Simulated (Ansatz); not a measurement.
Basis sets over 5 cases of the adiabatic electron affinity at PBE with Ansatz (elements up to F), each against its own reference: (a) the value in aug-cc-pV5Z; (b) the value in aug-pcseg-3. By their distance from other large sets or by the extrapolation step the references are unsure by up to roughly 0.014 eV. B3LYP-D3(BJ)/def2-TZVP geometries; electronic energies, positive where released; unrestricted open shells; no added dispersion term; no relativity. 

Cases are drawn at random; left out are references unsure by over 0.017 eV, unbound anions, doubtful singlets, and cases whose largest runs show a restricted determinant unstable towards unrestricted orbitals, <S^2> over 0.1 too high or, where CCSD(T) ran, T1 over 0.025 (0.045 for open shells). Sets are drawn from those converged to one state in every case.

Cases (SMILES) and reference values:
- O[O] (O-OH) → [O-]O (an electron is taken up): 0.904 eV (b)
- N=[B] (B-NH) → [B-]=N (closed-shell singlet) (an electron is taken up): 1.740 eV (b)
- [OH] (OH) → [OH-] (an electron is taken up): 1.981 eV (a)
- C(=[N])=O → [N-]=C=O (an electron is taken up): 3.466 eV (b)
- N([O])=O → O=N[O-] (an electron is taken up): 1.988 eV (b)

```json
[
 {"basis": "STO-3G", "functions over def2-SVP (largest species, mean of cases)": "0.3", "mean signed deviation (eV)": "-6.540", "mean absolute": "6.540", "largest": "9.310", "within 0.05 eV": "0 of 5"},
 {"basis": "6-31G", "functions over def2-SVP (largest species, mean of cases)": "0.6", "mean signed deviation (eV)": "-1.089", "mean absolute": "1.089", "largest": "2.094", "within 0.05 eV": "0 of 5"},
 {"basis": "3-21G", "functions over def2-SVP (largest species, mean of cases)": "0.6", "mean signed deviation (eV)": "-1.953", "mean absolute": "1.953", "largest": "3.688", "within 0.05 eV": "0 of 5"},
 {"basis": "pcseg-1", "functions over def2-SVP (largest species, mean of cases)": "1.0", "mean signed deviation (eV)": "-0.795", "mean absolute": "0.795", "largest": "1.614", "within 0.05 eV": "0 of 5"},
 {"basis": "def2-SVP", "functions over def2-SVP (largest species, mean of cases)": "1.0", "mean signed deviation (eV)": "-1.213", "mean absolute": "1.213", "largest": "2.164", "within 0.05 eV": "0 of 5"},
 {"basis": "6-311G**", "functions over def2-SVP (largest species, mean of cases)": "1.3", "mean signed deviation (eV)": "-0.948", "mean absolute": "0.948", "largest": "1.758", "within 0.05 eV": "0 of 5"},
 {"basis": "aug-pcseg-1", "functions over def2-SVP (largest species, mean of cases)": "1.7", "mean signed deviation (eV)": "0.056", "mean absolute": "0.056", "largest": "0.113", "within 0.05 eV": "3 of 5"},
 {"basis": "aug-cc-pVDZ", "functions over def2-SVP (largest species, mean of cases)": "1.7", "mean signed deviation (eV)": "0.008", "mean absolute": "0.024", "largest": "0.061", "within 0.05 eV": "4 of 5"},
 {"basis": "def2-TZVP", "functions over def2-SVP (largest species, mean of cases)": "2.1", "mean signed deviation (eV)": "-0.399", "mean absolute": "0.399", "largest": "0.800", "within 0.05 eV": "0 of 5"},
 {"basis": "pcseg-2", "functions over def2-SVP (largest species, mean of cases)": "2.2", "mean signed deviation (eV)": "-0.236", "mean absolute": "0.236", "largest": "0.519", "within 0.05 eV": "0 of 5"},
 {"basis": "def2-TZVPP", "functions over def2-SVP (largest species, mean of cases)": "2.3", "mean signed deviation (eV)": "-0.394", "mean absolute": "0.394", "largest": "0.791", "within 0.05 eV": "0 of 5"},
 {"basis": "def2-TZVPD", "functions over def2-SVP (largest species, mean of cases)": "2.7", "mean signed deviation (eV)": "-0.025", "mean absolute": "0.025", "largest": "0.034", "within 0.05 eV": "5 of 5"},
 {"basis": "aug-cc-pVTZ", "functions over def2-SVP (largest species, mean of cases)": "3.4", "mean signed deviation (eV)": "-0.005", "mean absolute": "0.010", "largest": "0.028", "within 0.05 eV": "5 of 5"},
 {"basis": "def2-QZVPPD", "functions over def2-SVP (largest species, mean of cases)": "4.8", "mean signed deviation (eV)": "-0.011", "mean absolute": "0.012", "largest": "0.019", "within 0.05 eV": "5 of 5"}
]
```

Among the sets for which every case ran a larger relative (same family, alike in diffuse functions, listed or not), the smallest listed that holds all cases within 0.05 eV together with them is def2-TZVPD, at 2.7 times the functions of def2-SVP. Inside, though some case ran no larger relative to test it: def2-QZVPPD. Largest deviations of relatives not listed, over the cases that ran them: def2-TZVPPD 0.034, aug-cc-pV5Z 0.000, aug-cc-pVQZ 0.018 eV. A case lies within its reference's uncertainty of the window's edge in aug-cc-pVDZ. These figures hold for the cases listed.

Ansatz is a quantum-chemistry and plane-wave program.
